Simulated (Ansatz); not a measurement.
**C2H3NO: one species, many methods**

Aim: compute C2H3NO with functionals from several rungs and with coupled cluster, and see how far each lands from CCSD(T) at the basis-set limit for the atomisation energy.

The runs use Ansatz 0.2.0, Gaussian basis; functionals in def2-TZVPP, the program's frozen cores in correlated methods.

Plan: LDA (SPW92), PBE-D4, revPBE-D4, BLYP-D4, r2SCAN-D4, B97M-V, PBE0-D4, B3LYP-D4, r2SCANh-D4, r2SCAN0-D4, HSE06-D4, BHLYP-D4, CAM-B3LYP-D4, LC-ωPBE, ωB97X-V, ωB97M-V, B2PLYP, PBE-QIDH; CCSD(T)/def2-SVP; CCSD(T)/def2-TZVPP; MP2/def2-QZVPP; extrapolation to the limit; RPA on PBE.

## (1) The relaxed structure

An earlier PBE0-D4 in a triple-zeta def2 set relaxation fixed the geometry.

7 atoms, charge 0, spin multiplicity 1.

Atoms are counted from 1 here; the program's logs count them from 0.

Bond lengths: N1–C2 1.323 Å, N1–H5 1.006 Å, N1–H6 1.004 Å, C2–C3 1.387 Å, C2–O4 1.258 Å, C3–H7 1.095 Å. Angles: C2–N1–H5 119.4°, C2–N1–H6 120.4°, H5–N1–H6 119.4°, N1–C2–C3 142.1°, N1–C2–O4 128.3°, C3–C2–O4 89.2°, C2–C3–H7 111.0°.

Coordinates:

```xyz
7
charge 0, multiplicity 1
N    -0.7358    0.7931   -0.1843
C     0.0872   -0.2417   -0.1288
C     1.3960   -0.5839    0.1756
O    -0.1087   -1.4170   -0.5316
H    -1.6102    0.7040   -0.6742
H    -0.4321    1.6999    0.1202
H     1.4649   -1.0224    1.1772
```

## (2) LDA

This LDA is Slater exchange with PW92 correlation.

File in.yaml:

```yaml
crystal:
  periodic: [false, false, false]
  atoms:
    - {symbol: N, position_ang: [-0.735771, 0.793082, -0.184302]}
    - {symbol: C, position_ang: [0.087216, -0.241750, -0.128759]}
    - {symbol: C, position_ang: [1.395956, -0.583942, 0.175638]}
    - {symbol: O, position_ang: [-0.108713, -1.417014, -0.531553]}
    - {symbol: H, position_ang: [-1.610236, 0.703993, -0.674158]}
    - {symbol: H, position_ang: [-0.432104, 1.699915, 0.120235]}
    - {symbol: H, position_ang: [1.464852, -1.022383, 1.177200]}
basis:
  gaussian: {orbitals: def2-TZVPP}
hamiltonian: {xc: lda}
output: {orbitals: {seedname: orbitals}}
```

Command:

```sh
$ ansatz run in.yaml --threads 2 --pin off --events-out ev --progress --plain --max-ram 4352MiB
```

After this run come: PBE-D4 (GGA); revPBE-D4 (GGA); BLYP-D4 (GGA); r2SCAN-D4 (meta-GGA); B97M-V (meta-GGA); B3LYP-D4 (hybrid); r2SCANh-D4 (hybrid); r2SCAN0-D4 (hybrid); HSE06-D4 (hybrid); BHLYP-D4 (hybrid); CAM-B3LYP-D4 (range-separated); LC-ωPBE (range-separated); ωB97X-V (range-separated); ωB97M-V (range-separated); B2PLYP (double hybrid); PBE-QIDH (double hybrid); CCSD(T) in def2-SVP; CCSD(T) in def2-TZVPP; MP2 in def2-QZVPP; RPA on PBE orbitals.

Before running them: what should the planned runs give, taken together? Wanted: atomisation energy, CCSD(T)/CBS; farthest beyond LDA; mean size of error, GGA; mean size of error, meta-GGA; mean size of error, hybrid; mean size of error, range-separated; mean size of error, double hybrid; gap, smallest and largest; T1 diagnostic.

**Answer**, as computed:

```
                               quantity                                      value
        atomisation energy, CCSD(T)/CBS                              2697.7 kJ/mol
 functionals within 13.5 kJ/mol (0.5 %)                r2SCANh-D4, LC-ωPBE, B2PLYP
                    farthest beyond LDA                     PBE-D4 (+169.8 kJ/mol)
                mean size of error, GGA                               107.5 kJ/mol
           mean size of error, meta-GGA                                32.5 kJ/mol
             mean size of error, hybrid                                54.5 kJ/mol
    mean size of error, range-separated                                21.8 kJ/mol
      mean size of error, double hybrid                                13.9 kJ/mol
              gap, smallest and largest  2.55 eV (LDA (SPW92)), 10.55 eV (LC-ωPBE)
                          T1 diagnostic                                     0.0250
triples share of the correlation energy                                      4.7 %
```

The LDA atomisation energy is off by 569.4 kJ/mol (21 %): it overbinds. PBE-D4 misses by +169.8 kJ/mol. Double hybrids carry the basis error of their MP2 part in triple zeta, and no dispersion term here, so their miss is partly the set-up's. By mean error the best rung here is double hybrid (13.9 kJ/mol) and the worst beyond LDA is GGA (107.5 kJ/mol). The reference freezes the cores and leaves out relativity and excitations past (T), so misses under about 13.5 kJ/mol can't be ranked. Hartree-Fock recovers 63 % of the binding; the rest is correlation. CCSD(T) in def2-SVP is off by -175.4 kJ/mol, so the small basis spoils what the method gains. Orbital gaps span 2.5 to 10.5 eV; exact exchange widens them. The T1 diagnostic, 0.025, is a little above the customary 0.02. The restricted reference is unstable towards a spin-broken one.
